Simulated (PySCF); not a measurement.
Cl2, SMILES ClCl (connectivity only; charge and spin as stated), charge +1, multiplicity 2. Atoms are numbered in the order given.

```xyz
2

Cl     0.0000     0.0000    -0.9417
Cl     0.0000     0.0000     0.9417
```
Charge +1, spin multiplicity 2.

Geometry optimised at PBE0-D3(BJ)/def2-TZVPD.

Computed with PBE0/pcH-1 in PySCF.

Unrestricted Kohn–Sham, ⟨S²⟩ = 0.753. Hyperfine tensors hold the contact and dipolar terms, without spin-orbit corrections.

Computed hyperfine couplings:
| nucleus | A(iso) (MHz) | A(iso) (G) | dipolar principal values (MHz) |
|---|---|---|---|
| 35Cl no. 1 | 11.9 | 4.2 | -100.8, -98.8, 199.6 |
| 35Cl no. 2 | 11.9 | 4.2 | -100.8, -98.8, 199.6 |
